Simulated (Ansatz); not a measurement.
Process, species as SMILES: CF (CH3F) [fluoromethane] → CF (CH3F) as doublet, charge +1 + e-
Geometries: B3LYP-D3(BJ)/def2-TZVP minima from Ansatz (a first-principles code). A spin state is the lowest found, not a proven ground state.
Geometry of the first species:
```xyz
5

C     -0.6251     0.0987     0.0634
F      0.7404    -0.1169    -0.0750
H     -0.8995    -0.0428     1.1096
H     -0.8540     1.1182    -0.2499
H     -1.1596    -0.6155    -0.5645
```
Charge 0, spin multiplicity 1.

Wanted: adiabatic ionisation energy (electronic energy difference), in eV. Cores are frozen in the correlated levels unless marked. Open shells are spin-unrestricted. Spin-orbit coupling is left out. No relativistic terms. Basis-set limits of correlation are two-point, X^-3; Hartree-Fock from the larger set.

```tsv
level	program	adiabatic ionisation energy (eV)
revPBE-D3(BJ)/def2-TZVPD	Ansatz + dftd3	…
B2PLYP-D4/def2-TZVPD	Ansatz + dftd4	12.48
SCS-MP2/STO-3G	Ansatz	10.35
SCS-MP2/aug-cc-pVDZ	Ansatz	12.65
SCS-MP2/def2-TZVPP	Ansatz	12.71
CCSD(T)/CBS(cc-pVTZ,cc-pVQZ)	Ansatz	…
```

Question: Some entries are withheld; supply them.

Answer: 
- revPBE-D3(BJ)/def2-TZVPD, adiabatic ionisation energy (eV): 12.12
- CCSD(T)/CBS(cc-pVTZ,cc-pVQZ), adiabatic ionisation energy (eV): 12.73
